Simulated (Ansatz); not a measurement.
# C₈H₁₈: one species, many methods

One table from this session's results is given with a row withheld; the runs are named, their logs left out.

Method: functionals in def2-TZVPP, the program's frozen cores in correlated methods; program: Ansatz 0.2.0, Gaussian basis.

The runs, in order: PBE-D4, r2SCAN-D4, PBE0-D4, B3LYP-D4, ωB97X-V, ωB97M-V, B2PLYP; CCSD(T)/def2-TZVPP; MP2/def2-QZVPP; extrapolation to the limit.

## The relaxed structure

All runs share one geometry, relaxed beforehand with PBE0-D4 in a triple-zeta def2 set.

SMILES `CCC(C)(CC)CC`, 26 atoms, charge 0, spin multiplicity 1.

Atoms are counted from 1 here; the program's logs count them from 0.

Bond lengths: C1–C2 1.521 Å, C1–H9 1.092 Å, C1–H10 1.092 Å, C1–H11 1.093 Å, C2–C3 1.538 Å, C2–H12 1.095 Å, C2–H13 1.097 Å, C3–C4 1.528 Å, C3–C5 1.537 Å, C3–C7 1.538 Å, C4–H14 1.092 Å, C4–H15 1.092 Å, C4–H16 1.094 Å, C5–C6 1.520 Å, C5–H17 1.096 Å, C5–H18 1.094 Å, C6–H19 1.092 Å, C6–H20 1.092 Å and more. Angles: C2–C1–H9 112.1°, C2–C1–H10 112.1°, C2–C1–H11 110.2°, H9–C1–H10 107.8°, H9–C1–H11 107.2°, H10–C1–H11 107.1°, C1–C2–C3 116.6°, C1–C2–H12 108.4°, C1–C2–H13 108.8°, C3–C2–H12 108.6°, C3–C2–H13 107.8°, H12–C2–H13 106.1°, C2–C3–C4 109.7°, C2–C3–C5 109.4°, C2–C3–C7 108.7°, C4–C3–C5 110.3°, C4–C3–C7 107.4°, C5–C3–C7 111.3° and more.

Set-up of the first run:

File in.yaml:

```yaml
crystal:
  periodic: [false, false, false]
  atoms:
    - {symbol: C, position_ang: [0.216122, -2.232361, 1.415218]}
    - {symbol: C, position_ang: [-0.567196, -1.423547, 0.392914]}
    - {symbol: C, position_ang: [-0.199789, 0.064357, 0.262741]}
    - {symbol: C, position_ang: [-0.371228, 0.757249, 1.613434]}
    - {symbol: C, position_ang: [1.253708, 0.191473, -0.219617]}
    - {symbol: C, position_ang: [1.735861, 1.601569, -0.520236]}
    - {symbol: C, position_ang: [-1.176229, 0.729325, -0.722537]}
    - {symbol: C, position_ang: [-1.129266, 0.242494, -2.161667]}
    - {symbol: H, position_ang: [0.090022, -1.844898, 2.428478]}
    - {symbol: H, position_ang: [1.285703, -2.248550, 1.194558]}
    - {symbol: H, position_ang: [-0.127452, -3.269501, 1.419914]}
    - {symbol: H, position_ang: [-0.452130, -1.898860, -0.586609]}
    - {symbol: H, position_ang: [-1.634967, -1.485367, 0.636545]}
    - {symbol: H, position_ang: [0.350811, 0.398178, 2.350323]}
    - {symbol: H, position_ang: [-0.241778, 1.838208, 1.523503]}
    - {symbol: H, position_ang: [-1.374761, 0.581116, 2.012284]}
    - {symbol: H, position_ang: [1.382864, -0.429593, -1.113172]}
    - {symbol: H, position_ang: [1.907756, -0.245123, 0.541618]}
    - {symbol: H, position_ang: [1.652195, 2.255029, 0.351219]}
    - {symbol: H, position_ang: [1.173384, 2.063063, -1.335178]}
    - {symbol: H, position_ang: [2.787249, 1.590300, -0.816927]}
    - {symbol: H, position_ang: [-1.001437, 1.810306, -0.708149]}
    - {symbol: H, position_ang: [-2.190375, 0.590960, -0.329094]}
    - {symbol: H, position_ang: [-1.360815, -0.821391, -2.245529]}
    - {symbol: H, position_ang: [-1.860168, 0.781144, -2.769357]}
    - {symbol: H, position_ang: [-0.148084, 0.404409, -2.614678]}
basis:
  gaussian: {orbitals: def2-TZVPP}
hamiltonian: {xc: pbe, dispersion: d4}
output: {forces: true, orbitals: {seedname: orbitals}}
```

Among the steps run: PBE-D4 (GGA); r2SCAN-D4 (meta-GGA); PBE0-D4 (hybrid); B3LYP-D4 (hybrid); ωB97X-V (range-separated); ωB97M-V (range-separated); B2PLYP (double hybrid); CCSD(T) in def2-TZVPP; MP2 in def2-QZVPP.

One of the session's tables, all rows but one given; the rest of the session is left out.

```
            method  atomisation energy (kJ/mol)
            PBE-D4                      10534.8
         r2SCAN-D4                      10388.4
           PBE0-D4                      10442.6
          B3LYP-D4                      10375.9
           ωB97X-V                      10383.3
           ωB97M-V                      10398.3
            B2PLYP                      10265.4
     HF/def2-TZVPP                       7886.6
    MP2/def2-TZVPP                            ?
   CCSD/def2-TZVPP                      10053.2
CCSD(T)/def2-TZVPP                      10169.8
           MP2/CBS                      10454.3
       CCSD(T)/CBS                      10373.1
```

Estimate the missing values for MP2/def2-TZVPP.

**Answer.** atomisation energy (kJ/mol): 10251.0. In the column «atomisation energy (kJ/mol)» it lies between CCSD(T)/def2-TZVPP (10169.8) and B2PLYP (10265.4).

Caveats from the session: Free atoms (8 C, 18 H) were run apart at each level; the atomisation energy is their sum less the molecule, without zero-point or spin-orbit terms.
